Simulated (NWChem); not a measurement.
# Electron attachment to F₃N (+1)

```
N
F 1 1.2682
F 1 1.2682 2 114.25
F 1 1.2682 2 114.25 3 -134.19
```
Charge +1, spin multiplicity 2.

Program: NWChem. The geometry was optimised at UPBE0/def2-SVP, a minimum by its harmonic frequencies.

Basis set: def2-SVPD. The species with one electron more has spin multiplicity 1 and keeps the geometry of the parent. Δ marks differences of total energies (open shells unrestricted). −ε marks an orbital energy of the parent. That orbital need not have the symmetry of the hole or added electron in the Δ rows.

B3LYP has NWChem's definition, with VWN1-RPA local correlation. The spin multiplicity of the parent species was assumed, not shown to be that of its ground state. The structure started from a generated list of species. The unpaired electrons of the parent sit in orbitals of symmetry a' (Cs labels of the run); other states weren't searched. No SCF solution was tested for a lower state. Open-shell Hartree-Fock references start from PBE0 orbitals.

Q: One of these methods gave a vertical electron affinity of 14.33 eV. Which?
A) ΔB3LYP
B) −ε(beta LUMO) of PBE
C) −ε(beta LUMO) of HF
D) −ε(beta LUMO) of B3LYP

A: D, −ε(beta LUMO) of B3LYP. The others give 15.02 (−ε(beta LUMO) of PBE), 8.31 (−ε(beta LUMO) of HF), 10.75 (ΔB3LYP).
